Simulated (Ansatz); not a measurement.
Input for Ansatz (development build ahead of 0.2.0):

```yaml
crystal:
  periodic: [false, false, false]
  atoms:
    - { symbol: Li, position_ang: [0.0, 0.0, 0.0] }
    - { symbol: H, position_ang: [0.0, 0.625, 1.6] }
    - { symbol: H, position_ang: [0.0, -0.625, 1.6] }
basis:
  gaussian: { orbitals: def2-SVP }
magnetization:
  initial_magnetization: 1
hamiltonian:
  xc: { name: B3LYP }
```

The input is written out in the form of the current development build from the run's settings.

Results

```yaml
Converged: yes
Total_energy: -8.61735 hartree
Spin_squared_of_the_determinant: 0.750
Stability_test: minimum among restricted orbitals
```
